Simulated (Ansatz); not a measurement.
Input file:

```yaml
crystal:
  periodic: [false, false, false]
  atoms:
    - {symbol: Si, position_ang: [0.000000, 0.000000, 0.000000]}
    - {symbol: H, position_ang: [0.000000, 0.000000, 1.557600]}
basis:
  gaussian: {orbitals: aug-cc-pVDZ}
total_charge: -1
magnetization: {spin_polarized: true, initial_magnetization: 2}
hamiltonian: {xc: hf}
output: {orbitals: {seedname: orbitals}}
```

```sh
$ ansatz run in.yaml --threads 1 --pin off --events-out ev --progress --plain --max-ram 2393MiB
```

Output:

```
363 factors; integrals over basis functions are off by at most 1.0e-3 eV
mean field evaluation 1: about -7875.6641 eV, gradient 6.9e0 eV
mean field evaluation 2: about -7875.6642 eV, gradient 6.9e0 eV
mean field evaluation 4: about -7876.5309 eV, gradient 1.2e0 eV
mean field evaluation 8: about -7876.5741 eV, gradient 8.6e-4 eV
mean field evaluation 16: about -7872.3797 eV, gradient 3.6e-2 eV
mean field -7876.57407243 eV, -289.4587582280 hartree, gradient 1.0e-5 eV, S^2 2.031942; 2 other end points of the search recorded, 0 dependent functions left out
reference -7876.57407243 eV, -289.4587582280 hartree; 9, 7 occupied and 27, 29 virtual orbitals, 363 factors
Total energy: -7876.57407243 eV, -289.4587582280 hartree
```

Ran on 1 thread of Intel Xeon 6975P-C, shared host: 0.27 s wall, 0.08 GiB peak host memory.
